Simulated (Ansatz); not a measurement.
Ideal-gas functions of `O=COCO` at 400 K and 1 bar, from an Ansatz frequency run at PBE0-D4/def2-TZVP.

Molar mass 76.05 g/mol, point group C1 (symmetry number 1), electronic degeneracy 1, moments of inertia 50.689, 109.15, 143.833 u Å². Harmonic wavenumbers (cm⁻¹, unscaled): 151, 262, 318, 511, 585, 810, 910, 1054, 1065, 1156, 1220, 1303, 1397, 1415, 1450, 1508, 1809, 3062, 3064, 3170, 3807.

Use S(trans) = R[1.5 ln M + 2.5 ln T − 1.1517]; rotational temperatures θ = 24.2544 K / I; S(rot) = R[ln(√π/σ · √(T³/θAθBθC)) + 1.5]; for each mode x = 1.438777 ν̃/T, S = R[x/(eˣ − 1) − ln(1 − e⁻ˣ)] and H = RT x/(eˣ − 1); 1 cm⁻¹ = 0.0119627 kJ/mol; R = 8.31446 J/(mol·K).

**Question.** By hand: the entropy, in J/(mol·K).

**Answer.** Translation 169.0. Rotation: θ = 0.4785, 0.2222, 0.1686 K, giving 108.7. Vibration, mode by mode: 13.49, 9.11, 7.64, 4.33, 3.51, 1.85, 1.39, 0.92, 0.89, 0.68, 0.56, 0.44, 0.33, 0.31, 0.28, 0.24, 0.09, 0.00, 0.00, 0.00, 0.00, in all 46.1. Electronic 0.0. Sum 323.8 J/(mol·K).

**Question.** By hand: H − E and G − E in kJ/mol, counted from the electronic energy.

**Answer.** Zero-point energy ½ × 30027 × 0.0119627 = 179.6; thermal vibration 10.9; translation, rotation and pV give 4 RT = 13.3. H − E = 203.8 kJ/mol, and G − E = 203.8 − 400 × 323.8/1000 = 74.3 kJ/mol.

Vibration gives 14 % of the entropy. The sum counts one conformer and one mirror image; others add a mixing term.
